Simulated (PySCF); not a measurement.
# Worked example: entropy of an ideal gas

CCl4, SMILES ClC(Cl)(Cl)Cl.

Geometry optimised at B3LYP-D3(BJ)/def2-SVP.

PySCF with B3LYP-D3(BJ)/def2-SVP gives the harmonic wavenumbers 214, 214, 313, 313, 313, 455, 759, 759, 759 cm⁻¹ and the rotational temperatures 0.0804, 0.0804, 0.0804 K. The molar mass is 153.81 g/mol, the symmetry number 12, the spin multiplicity 1.

### Question
Work out the entropy at 298.15 K and 1 atm in the rigid-rotor, harmonic-oscillator model.

### Answer

Translation (Sackur–Tetrode at 1 atm): S = R[1.5 ln M + 2.5 ln T − 1.16487] = 171.5 J/(mol K).
Rotation: q = (√π/σ) T^1.5/√(θA θB θC) = 33400, S = R[ln q + 3/2] = 99.1 J/(mol K).
Vibration: with u = 1.4388 ν/T, each mode gives R[u/(e^u − 1) − ln(1 − e^−u)]:
| ν (cm⁻¹) | modes | u | S (J/(mol K)) |
|---|---|---|---|
| 214 | 2 | 1.03 | 16.81 |
| 313 | 3 | 1.51 | 16.90 |
| 455 | 1 | 2.20 | 3.27 |
| 759 | 3 | 3.66 | 3.05 |
These are all the modes. Sum 40.0 J/(mol K).
Spin: R ln 1 = 0.0 J/(mol K).
Total 310.7 J/(mol K); the program's own thermochemistry gives 310.6. Translation makes up 55 % and vibration 13 %. Anharmonicity, hindered rotation and orbital degeneracy are left out.
